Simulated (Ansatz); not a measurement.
## H3NO (SMILES NO): where methods fail along a bond

H3NO: 5 atoms, total charge 0, spin state singlet. As SMILES, `NO`. The coordinates come from a GFN2-xTB relaxation. This is one conformer, not always the lowest.

```xyz
5

N    -0.1789   -0.3664   -0.3129
O     0.3717    0.6743    0.5018
H    -0.1618   -1.2061    0.2653
H    -1.1567   -0.1143   -0.4546
H     1.1256    1.0126    0.0005
```

The N1–H4 distance is scanned; the parts on either side stay rigid. Basis STO-3G, 2 core orbitals frozen in the correlated methods; program Ansatz 0.2.0. FCI is exact within this basis and core. Energies in eV from each method's value at 1.020 Å; methods without a U are spin-restricted. The shape above is that at 1.020 Å.

```json
{"distance (Å)": "1.016", "HF": "0.00", "wB97X": "0.01", "HSE06": "0.01", "CCSD": "0.02", "CCSDT(Q)": "0.02", "CCSDTQ": "0.02", "FCI": "0.02"}
{"distance (Å)": "1.020", "HF": "0.00", "wB97X": "0.00", "HSE06": "0.00", "CCSD": "0.00", "CCSDT(Q)": "0.00", "CCSDTQ": "0.00", "FCI": "0.00"}
{"distance (Å)": "1.270", "HF": "0.94", "wB97X": "0.64", "HSE06": "0.62", "CCSD": "0.51", "CCSDT(Q)": "0.50", "CCSDTQ": "0.50", "FCI": "0.50"}
{"distance (Å)": "1.275", "HF": "1.00", "wB97X": "0.69", "HSE06": "0.66", "CCSD": "0.55", "CCSDT(Q)": "0.54", "CCSDTQ": "0.54", "FCI": "0.54"}
{"distance (Å)": "1.524", "HF": "2.97", "wB97X": "2.22", "HSE06": "2.13", "CCSD": "1.83", "CCSDT(Q)": "1.80", "CCSDTQ": "1.80", "FCI": "1.80"}
{"distance (Å)": "1.530", "HF": "3.06", "wB97X": "2.29", "HSE06": "2.20", "CCSD": "1.89", "CCSDT(Q)": "1.86", "CCSDTQ": "1.86", "FCI": "1.86"}
{"distance (Å)": "2.032", "HF": "6.87", "wB97X": "5.16", "HSE06": "4.84", "CCSD": "3.61", "CCSDT(Q)": "3.48", "CCSDTQ": "3.48", "FCI": "3.48"}
{"distance (Å)": "2.039", "HF": "6.98", "wB97X": "5.25", "HSE06": "4.93", "CCSD": "3.65", "CCSDT(Q)": "3.51", "CCSDTQ": "3.51", "FCI": "3.52"}
{"distance (Å)": "2.540", "HF": "9.40", "wB97X": "7.10", "HSE06": "6.47", "CCSD": "4.08", "CCSDT(Q)": "3.89", "CCSDTQ": "3.89", "FCI": "3.89"}
{"distance (Å)": "2.549", "HF": "9.49", "wB97X": "7.18", "HSE06": "6.54", "CCSD": "4.09", "CCSDT(Q)": "3.90", "CCSDTQ": "3.91", "FCI": "3.91"}
```

Departure from the FCI curve at its largest: HF +5.58 eV at 2.55 Å; wB97X +3.27 eV at 2.55 Å; HSE06 +2.63 eV at 2.55 Å; CCSD +0.19 eV at 2.54 Å; CCSDT(Q) -0.01 eV at 2.55 Å; CCSDTQ within 0.005 eV. Restricted functionals keep the electrons paired too, and rise too high. Restricted Hartree–Fock keeps the electrons paired, so it rises far too high as the bond breaks.
